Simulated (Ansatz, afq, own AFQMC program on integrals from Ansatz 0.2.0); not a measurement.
Atomization energy of WSiH$_{2}$, septet

```yaml
atoms:
  - { symbol: W, position_ang: [0.0000, 0.0000, 0.3619] }
  - { symbol: Si, position_ang: [0.0000, 0.0000, -2.1531] }
  - { symbol: H, position_ang: [0.0000, -1.2230, -3.0031] }
  - { symbol: H, position_ang: [0.0000, 1.2230, -3.0031] }
```

Connectivity, by distances: W–SiH2.

Atoms in their ground-state spins without spin–orbit coupling (mostly on UHF) minus the molecule (UHF), without zero-point energy. The geometry is a stationary point, not shown to be a minimum.

Basis def2-SVP with its core potentials. Only valence electrons are correlated. Ansatz 0.2.0 and our own AFQMC program on the same integrals; the CISD trial comes from CCSD amplitudes, and released means the phaseless constraint is let go. ± is one standard error of the sampling. No spin–orbit coupling. The metal's outer-core s and p shells are frozen, which shifts wave-function levels against functionals. The errors of all members are added in quadrature.

No full CI on the walks' own integrals is used here; CCSDT(Q) serves as the reference and is uncertain by about the last step of the cluster series. Each member takes its own surest rung, up to full CI.

The best estimate is CCSD(T) at the basis-set limit (CBS: def2-TZVPP and def2-QZVPP, with their diffuse functions for anions and beside diffuse sets, CCSD(T) itself extrapolated) plus the step from CCSD(T) to CCSDT(Q) in def2-SVP. Rows without CBS are in def2-SVP, the functionals in def2-TZVP; B2PLYP and the wave-function rows carry a basis error of their own. Core correlation and relativity beyond core potentials are missing, and ± holds the sampling alone.

Cautions: no spin-orbit coupling; outer-core shells of the metal frozen; WSiH₂ (septet): another spin lies lower, its ph-AFQMC/CISD value lies 21 ± 3 meV above CCSDT(Q).

```tsv
level	atomization energy (kcal/mol)
r2SCAN	189.0
PBE0	186.0
CCSD	167.4
```

(1) From these cheaper values, estimate the atomization energy at the level of the best estimate.

(1) 191.1 kcal/mol (best estimate, highest rung CCSDT(Q)).

```
         level  atomization energy (kcal/mol)  error against the best estimate (kcal/mol)
            HF                          125.0                                       -66.1
           MP2                          164.2                                       -26.9
       CCSD(T)                          169.9                                       -21.2
         CCSDT                          170.4                                       -20.7
      CCSDT(Q)                          170.6                                       -20.5
 ph-AFQMC/CISD                   170.2 ± 0.07                                -20.9 ± 0.07
released AFQMC                    170.6 ± 0.1                                 -20.6 ± 0.1
        HF/CBS                          131.6                                       -59.5
       MP2/CBS                          184.6                                        -6.6
   CCSD(T)/CBS                          190.5                                        -0.7
           PBE                          188.4                                        -2.7
         B3LYP                          189.0                                        -2.1
       wB97M-V                          188.4                                        -2.7
        B2PLYP                          186.1                                        -5.0
```

Correlation beyond CCSD(T) adds 0.7 kcal/mol. Going to the basis-set limit adds 20.6 kcal/mol at CCSD(T). The perturbative (T) step is worth +2.6 kcal/mol.

Best estimates are given only where the step beyond CCSD(T) is under 0.3 eV and no member's determinant is very poor (T1 over 0.05, or 0.07 for open shells, ⟨S²⟩ too high by 0.3, two states mixed), so the hardest cases are missing from such tables.

The functionals ran in a triple-zeta set and keep a basis error of their own, a few kJ/mol for each bond in atomization energies and more for double hybrids, so close places among them and the extrapolated levels can swap.

CCSDT and higher add their correlation energy to the determinant of the CCSD(T) run, since their own runs factorise the integrals more tightly (a shift of under 2 meV). Each member of a difference takes its own highest rung, so a best estimate needn't equal the limit plus the step of one row. A walk keeps the symmetry of its determinant, which the program's search chose and which needn't be the lowest solution, so a lower state of the same spin and another symmetry isn't excluded. Released energies are given only where the last usable release times agree within the noise; a slower fall can still hide under it. The exponents were fitted on light atoms, and def2 sets of heavy atoms don't grow evenly, so the limit is rough here.
